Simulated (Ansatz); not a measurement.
```yaml
crystal:
  periodic: [false, false, false]
  atoms:
    - {symbol: O, position_ang: [-0.532681, 0.376596, -0.800815]}
    - {symbol: C, position_ang: [-0.152414, 0.719150, 0.591329]}
    - {symbol: Al, position_ang: [0.815795, -0.833129, -0.100582]}
    - {symbol: H, position_ang: [-1.476712, 0.138914, -0.908075]}
    - {symbol: H, position_ang: [-1.052191, 0.631862, 1.160448]}
    - {symbol: H, position_ang: [0.173133, 1.800051, 0.535803]}
    - {symbol: H, position_ang: [0.106468, -2.248793, 0.230254]}
    - {symbol: H, position_ang: [2.179021, -0.752246, -0.755616]}
basis:
  gaussian: {orbitals: aug-cc-pVTZ}
hamiltonian: {xc: {name: B3LYP}, dispersion: d3bjatm, pseudopotentials: {relativity: scalar}}
outputs: {forces: true}
output: {forces: true}
```

```sh
$ ansatz run in.yaml --threads 2 --pin off --events-out ev --progress --plain --max-ram 4352MiB
```

Output, abridged:

```
Error: YAML parse error: error: line 15 column 1: unknown field `outputs`, expected one of crystal, accuracy, basis, kpoints, hamiltonian, magnetization, projection, total_charge, correlation, batch, efield, external_charges, scf, relax, neb, saddle, md, ramp, phonons, dielectric, real_time, elastic, magnetic_configurations, gw, evaluate, workflow, output, checkpoint, execution
13 |   gaussian: {orbitals: aug-cc-pVTZ}
14 | hamiltonian: {xc: {name: B3LYP}, dispersion: d3bjatm, pseudopoten…
15 | outputs: {forces: true}
16 | output: {forces: true}
```

(1) Something in this input is off. What?

Results:

(1) The input holds a key that doesn't belong there. The input was rejected before any iteration.

B3LYP here is the variant with VWN-RPA as its local correlation; programs differ in this.
